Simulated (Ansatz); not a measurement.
Cost and result for the atomization energy of `[AlH2][CH2][SiH3]` (10 atoms, 9 bonds).

Cartesian coordinates in Å:
```
Al -0.459 -1.524 -0.831
C -0.743 0.256 -0.091
Si 0.783 1.003 0.682
H 0.005 -1.688 -2.340
H -0.677 -2.804 0.083
H -1.082 0.934 -0.882
H -1.521 0.214 0.681
H 1.874 1.110 -0.327
H 1.280 0.137 1.788
H 0.539 2.362 1.238
```

Total charge 0; spin multiplicity 1. The structure was optimised at the PBE0-D4/def2-TZVP level. Program: Ansatz. All runs use 2 threads of an Intel Xeon 6975P-C on a shared host. Times are those of one run each, without the atoms' runs, and a repeat can differ threefold. Electronic energies, without spin–orbit coupling; frozen cores. CCSD(T)/CBS adds CCSD(T) − MP2 in def2-TZVPP to the MP2 limit, and its time is that of the two runs behind it. T1 = 0.010. HSE06 is the plane-wave form, built on full-range PBE exchange.

CCSD(T)/CBS is a level of theory with its own doubt, some kJ/mol a heavy atom from the limit and from the frozen cores, so smaller differences don't rank the functionals.

| level | functions | wall time |
| --- | --- | --- |
| CCSD(T)/def2-SVP | 85 | 1.1 s |
| revPBE-D4/def2-TZVPP | 213 | 1.2 s |
| PBE0-D4/def2-TZVPP | 213 | 1.7 s |
| HSE06-D4/def2-TZVPP | 213 | 1.9 s |
| CAM-B3LYP-D4/def2-TZVPP | 213 | 1.9 s |
| r2SCANh-D4/def2-TZVPP | 213 | 2.5 s |
| r2SCAN-D4/def2-TZVPP (with forces) | 213 | 2.6 s |
| B2PLYP/def2-TZVPP | 213 | 3 s |
| B97M-V/def2-TZVPP | 213 | 4.6 s |
| ωB97M-V/def2-TZVPP (with forces) | 213 | 6 s |
| MP2/def2-QZVPP | 407 | 12 s |
| CCSD(T)/def2-TZVPP | 213 | 18 s |
| CCSD(T)/CBS(def2) | – | 29 s |

(1) What atomization energy does each give, and how far from CCSD(T)/CBS? (An estimate is asked.)

Answers

(1) Ansatz gave: 
```json
{"level": "CCSD(T)/def2-SVP", "atomization (kcal/mol)": "693.6", "difference from CCSD(T)/CBS": "-39.5", "per bond": "-4.4"}
{"level": "revPBE-D4/def2-TZVPP", "atomization (kcal/mol)": "714.5", "difference from CCSD(T)/CBS": "-18.6", "per bond": "-2.1"}
{"level": "PBE0-D4/def2-TZVPP", "atomization (kcal/mol)": "723.4", "difference from CCSD(T)/CBS": "-9.7", "per bond": "-1.1"}
{"level": "HSE06-D4/def2-TZVPP", "atomization (kcal/mol)": "723.6", "difference from CCSD(T)/CBS": "-9.5", "per bond": "-1.0"}
{"level": "CAM-B3LYP-D4/def2-TZVPP", "atomization (kcal/mol)": "734.3", "difference from CCSD(T)/CBS": "1.2", "per bond": "0.1"}
{"level": "r2SCANh-D4/def2-TZVPP", "atomization (kcal/mol)": "730.1", "difference from CCSD(T)/CBS": "-3.0", "per bond": "-0.3"}
{"level": "r2SCAN-D4/def2-TZVPP (with forces)", "atomization (kcal/mol)": "731.7", "difference from CCSD(T)/CBS": "-1.4", "per bond": "-0.2"}
{"level": "B2PLYP/def2-TZVPP", "atomization (kcal/mol)": "722.2", "difference from CCSD(T)/CBS": "-10.9", "per bond": "-1.2"}
{"level": "B97M-V/def2-TZVPP", "atomization (kcal/mol)": "740.3", "difference from CCSD(T)/CBS": "7.2", "per bond": "0.8"}
{"level": "ωB97M-V/def2-TZVPP (with forces)", "atomization (kcal/mol)": "733.3", "difference from CCSD(T)/CBS": "0.2", "per bond": "0.0"}
{"level": "MP2/def2-QZVPP", "atomization (kcal/mol)": "722.7", "difference from CCSD(T)/CBS": "-10.4", "per bond": "-1.2"}
{"level": "CCSD(T)/def2-TZVPP", "atomization (kcal/mol)": "716.6", "difference from CCSD(T)/CBS": "-16.5", "per bond": "-1.8"}
{"level": "CCSD(T)/CBS(def2)", "atomization (kcal/mol)": "733.1", "difference from CCSD(T)/CBS": "0.0", "per bond": "0.0"}
```

From BLYP to BHLYP (50 % exact exchange), in def2-TZVPP and without D4, the atomization energy moves by +6.4 kcal/mol. Leaving LDA and LC-ωPBE aside and taking each functional with its dispersion term where it has one, the values spread over 25.8 kcal/mol, from revPBE-D4 to B97M-V. LDA lies +82.4 kcal/mol from PBE without D4, its usual overbinding. The D4 term adds +6.9 kcal/mol with B3LYP and +3.6 kcal/mol with PBE0; it sums over pairs of atoms, weighted by their polarisabilities, and B3LYP, whose exchange is more repulsive, gets the larger term.

B3LYP here is the variant with VWN-RPA as its local correlation; programs differ in this.
